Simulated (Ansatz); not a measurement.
Diamond was calculated with r²SCAN in Ansatz (plane waves, PAW).

Settings: plane-wave cutoff 600 eV, 16×16×16 k mesh, scalar-relativistic PAW data made under PBE.

Computed at the level's own relaxed cell.

```
C
1.0
    0.00000     1.78002     1.78002
    1.78002     0.00000     1.78002
    1.78002     1.78002     0.00000
C
2
Direct
  0.50000   0.50000   0.50000
  0.75000   0.75000   0.75000
```

Q: Give the elastic tensor (Voigt notation, GPa, ions relaxed, in the Cartesian axes of the cell as printed).

A: 
```
 1112.4   120.1   120.1     0.0     0.0     0.0
  120.1  1112.4   120.1     0.0     0.0     0.0
  120.1   120.1  1112.4     0.0     0.0     0.0
    0.0     0.0     0.0   587.0     0.0     0.0
    0.0     0.0     0.0     0.0   587.0     0.0
    0.0     0.0     0.0     0.0     0.0   587.0
```

Measured, for comparison: elastic constant C11 1081 GPa, elastic constant C12 125 GPa, elastic constant C44 579 GPa (low temperature, zero-point motion not removed; as tabulated in Tanner et al. (2021), arXiv:2110.11888). Computed (rounded) less measured: elastic constant C11 +3 %, elastic constant C12 -4 %, elastic constant C44 +1 %.

Computed values are for the static lattice.

Ansatz is a program for electronic structure.
